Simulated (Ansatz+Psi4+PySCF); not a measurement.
Values are calculated unless marked as measured or tabulated.
A run of Psi4 1.11 on doublet CH₂(-) at this shape:

```xyz
3

C     0.1627    0.0541    0.0317
H    -0.2504   -0.4140   -0.8848
H    -0.7256    0.0892    0.6947
```

Its results:

| Quantity | Value |
| --- | --- |
| Converged | yes |
| Total energy | -38.86512 hartree |
| Spin squared of the determinant | 0.750 |

Question: Which input gives this output? Name the method, the orbitals and the basis set, and write the input.

Answer: ROHF in aug-cc-pVTZ.

```
molecule {
-1 2
C 0.162700 0.054100 0.031700
H -0.250400 -0.414000 -0.884800
H -0.725600 0.089200 0.694700
}

set basis aug-cc-pVTZ
set reference rohf
set scf_type pk
energy('scf')
```

This is not the lowest solution: another run reaches a determinant 0.87 eV lower. Caution: an unrestricted determinant lies well below.
